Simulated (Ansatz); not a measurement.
# NH3 (triplet): the correlation ladder at distance H1–H2 along a hydrogen transfer = 0.745 Å, cc-pVTZ

Aim: climb from Hartree-Fock through coupled cluster and multireference methods for NH3 (triplet) at one geometry and basis, and see what each rung misses.

Program: Ansatz 0.2.0, Gaussian basis. Level of theory: cc-pVTZ, core rule «outside noble gas», up to 1 orbitals frozen. These are calculated values, not measurements.

Plan: UHF; CCSD(T) on ROHF; CCSD(T) on UHF; BCCD(T) on ROHF; CCSDT(Q) on ROHF; CCSDT(Q) on UHF; CASSCF and MRCISD+Q, 4 electrons in 4 orbitals; CASSCF and NEVPT2, 4 electrons in 4 orbitals; CASSCF and MRCISD+Q, 8 electrons in 7 orbitals; CASSCF and MRCISD+Q(relaxed), 8 electrons in 7 orbitals; CASSCF and NEVPT2, 8 electrons in 7 orbitals.

## Step 1: The geometry

The geometry derives from fragments relaxed apart (PBE0/def2-TZVP) and kept rigid, so it is no stationary point. A hydrogen atom is moved between rigid fragments.

4 atoms, charge 0, spin multiplicity 3.

Atoms are counted from 1 here; the program's logs count them from 0.

Bond lengths: H1–H2 0.745 Å, H2–N3 1.275 Å, N3–H4 1.040 Å. Angles: H1–H2–N3 180.0°, H2–N3–H4 105.0°.

## Step 2: UHF

The input, in.yaml:

```yaml
crystal:
  periodic: [false, false, false]
  atoms:
    - {symbol: H, position_ang: [-1.840913, 0.059434, 0.000000]}
    - {symbol: H, position_ang: [-1.095913, 0.059434, 0.000000]}
    - {symbol: N, position_ang: [0.179087, 0.059434, 0.000000]}
    - {symbol: H, position_ang: [0.448169, -0.944792, 0.000000]}
basis:
  gaussian: {orbitals: cc-pVTZ}
magnetization: {spin_polarized: true, initial_magnetization: 2}
hamiltonian: {xc: hf}
output: {orbitals: {seedname: orbitals}}
```

Launch:

```
ansatz run in.yaml --threads 1 --pin off --events-out ev --progress --plain --max-ram 2816MiB --backend cpu
```

The runs that follow: CCSD(T) on ROHF; CCSD(T) on UHF; BCCD(T) on ROHF; CCSDT(Q) on ROHF; CCSDT(Q) on UHF; CASSCF and MRCISD+Q, 4 electrons in 4 orbitals; CASSCF and NEVPT2, 4 electrons in 4 orbitals; CASSCF and MRCISD+Q, 8 electrons in 7 orbitals; CASSCF and MRCISD+Q(relaxed), 8 electrons in 7 orbitals; CASSCF and NEVPT2, 8 electrons in 7 orbitals.

Q: Predict the results of all the runs planned. Wanted: UCCSDT(Q) below the RHF energy; RMP2 from UCCSDT(Q); UMP2 from UCCSDT(Q); RCCSD from UCCSDT(Q); RCCSD(T) from UCCSDT(Q); UCCSD(T) from UCCSDT(Q); RCCSDT(Q) from UCCSDT(Q); NEVPT2 pair from UCCSDT(Q); MRCISD+Q pair from UCCSDT(Q).

The runs gave:

| quantity | value |
| --- | --- |
| UCCSDT(Q) below the RHF energy | -6.2653 eV |
| RMP2 from UCCSDT(Q) | +19.82 kcal/mol |
| UMP2 from UCCSDT(Q) | +20.16 kcal/mol |
| RCCSD from UCCSDT(Q) | +4.31 kcal/mol |
| RCCSD(T) from UCCSDT(Q) | +0.55 kcal/mol |
| UCCSD(T) from UCCSDT(Q) | +0.52 kcal/mol |
| RCCSDT(Q) from UCCSDT(Q) | +0.05 kcal/mol |
| NEVPT2 pair from UCCSDT(Q) | +19.14 kcal/mol |
| MRCISD+Q pair from UCCSDT(Q) | +1.01 kcal/mol |
| NEVPT2 valence from UCCSDT(Q) | +19.88 kcal/mol |
| levels within 1 kcal/mol (43 meV) | RCCSD(T), UCCSD(T), BCCD(T), RCCSDT, UCCSDT, RCCSDT(Q), MRCISD+Q valence, MRCISD+Q(relaxed) valence |
| T1 diagnostic | 0.031 |
| effectively unpaired electrons | 2.01 |

**Reading.** RCCSD(T) misses by +0.55 kcal/mol, 0.4 % of the correlation energy. One determinant dominates. Of the multireference levels listed MRCISD+Q(relaxed) valence comes nearest in total energy (+0.27 kcal/mol), which doesn't show that its space is the better one. These misses are within one basis, not against nature; the frozen cores of restricted and unrestricted runs differ, which can shift their rows.
